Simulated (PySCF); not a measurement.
Single point on AlH⁺

State: ²Σ⁺ (doublet), unpaired electrons σ ↑.

An equivalent input (the run itself took its basis sets from the Basis Set Exchange, started from a PBE0 density and held the occupation σ 5α 4β, πx 1α 1β, πy 1α 1β):

```python
from pyscf import gto, dft, mp
mol = gto.M(atom='Al 0 0 0; H 0 0 1.623', basis={'Al': 'def2-TZVP', 'H': 'def2-TZVP'},
            charge=1, spin=1, verbose=4, symmetry='C2v')
mf = dft.UKS(mol, xc='0.53*HF + 0.47*B88, 0.73*LYP')
mf.grids.atom_grid = (80, 434)
mf.grids.prune = dft.gen_grid.treutler_prune
mf.irrep_nelec = {'A1': (5, 4), 'B1': (1, 1), 'B2': (1, 1)}
mf.conv_tol = 1e-9
mf.max_cycle = 60
mf.diis_space = 10
mf.kernel()
pt = mp.MP2(mf, frozen=5).run()
e_total = mf.e_tot + 0.27*pt.e_corr
```

The log (some set-up lines and the per-cycle HOMO/LUMO lines removed):

```
******** <class 'pyscf.dft.uks_symm.SymAdaptedUKS'> ********
method = SymAdaptedUKS
damping factor = 0
level_shift factor = 0
DIIS = <class 'pyscf.scf.diis.CDIIS'>
diis_start_cycle = 1
diis_space = 10
diis_damp = 0
SCF conv_tol = 1e-09
SCF conv_tol_grad = None
SCF max_cycles = 60
number electrons alpha = 7  beta = 6
Set gradient conv threshold to 3.16228e-05
init E= -242.550551190684
cycle= 1 E= -242.55110185446  delta_E= -0.000551  |g|= 0.00686  |ddm|= 0.0379
cycle= 2 E= -242.551131536207  delta_E= -2.97e-05  |g|= 0.00244  |ddm|= 0.00902
cycle= 3 E= -242.551136154484  delta_E= -4.62e-06  |g|= 0.000974  |ddm|= 0.0026
cycle= 4 E= -242.551138148367  delta_E= -1.99e-06  |g|= 0.000283  |ddm|= 0.0026
cycle= 5 E= -242.551138439139  delta_E= -2.91e-07  |g|= 0.000106  |ddm|= 0.00122
cycle= 6 E= -242.551138489811  delta_E= -5.07e-08  |g|= 2.68e-05  |ddm|= 0.000593
cycle= 7 E= -242.551138493307  delta_E= -3.5e-09  |g|= 4.48e-06  |ddm|= 0.000159
cycle= 8 E= -242.551138493366  delta_E= -5.83e-11  |g|= 5.2e-07  |ddm|= 1.74e-05
Extra cycle  E= -242.551138493367  delta_E= -9.09e-13  |g|= 1.86e-07  |ddm|= 1.12e-06
converged SCF energy = -242.551138493367  <S^2> = 0.76646806  2S+1 = 2.0164008
```

Repeating this along the bond gives Re = 1.611 Å and ωe = 1673 cm⁻¹.

A point of this curve took 0.41 CPU seconds beside 0.041 for the integrals, on Intel Xeon Platinum 8488C (shared host).

Correlated steps freeze 5 core orbitals. B2PLYP dipoles, levels and charges come from its SCF part alone. The state is the lowest determinant that a PBE0 search found; another state may lie lower at other levels.
